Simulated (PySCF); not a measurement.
State search for SH⁺

Unrestricted PBE0; basis H cc-pVTZ, S cc-pV(T+d)Z; no relativity; PySCF 2.14. Outer shells of the fragments: H 1s1; S+ 3s2 3p3.

Followed along the bond (rough minima from three points):

```csv
2Ms+1,unpaired,⟨S²⟩ at the start,R at minimum (Å),Te (eV)
3,π ↑↑,2.01,1.37,0.00
1,π ↑↓,1.01,1.37,0.46
```

Solutions found at the starting distance of 1.405 Å, counted from the lowest of them; the search is not exhaustive and high or unbound solutions are not listed, so other states can lie among these:

```csv
2Ms+1,unpaired,term,E (eV),⟨S²⟩,⟨Lz²⟩,μ (D)
3,π ↑↑,³Σ⁻,0.00,2.01,0.00,-1.38
1,π ↑↓,mixed,0.46,1.01,2.03,-1.37
1,none,mixed,2.01,0.00,2.01,-1.39
3,"σ ↑, π ↑",³Π,3.77,2.01,1.01,-1.78
1,"σ ↓, π ↑",mixed,4.20,1.02,1.01,-1.87
5,"σ ↑↑, π ↑↑",⁵Σ⁻,8.27,6.00,0.00,-0.08
3,"σ ↑, π ↑",³Π,8.77,2.01,1.01,0.38
1,"σ ↓, π ↑",mixed,9.11,1.01,1.02,0.48
3,"σ ↑↑, π ↑↓",mixed,9.51,3.01,2.05,-0.09
1,"σ ↓↓, π ↑↑",mixed,9.91,2.01,0.00,0.04
```

A term symbol is given only where ⟨S²⟩ and ⟨Lz²⟩ are close to those of a pure state; real π, δ and φ orbitals otherwise mix terms. A positive dipole points towards S; it is taken about the centre of mass and depends on that origin.

Counting both spins, an empty level lies below a filled one in some of these solutions, because spin and occupation are held.
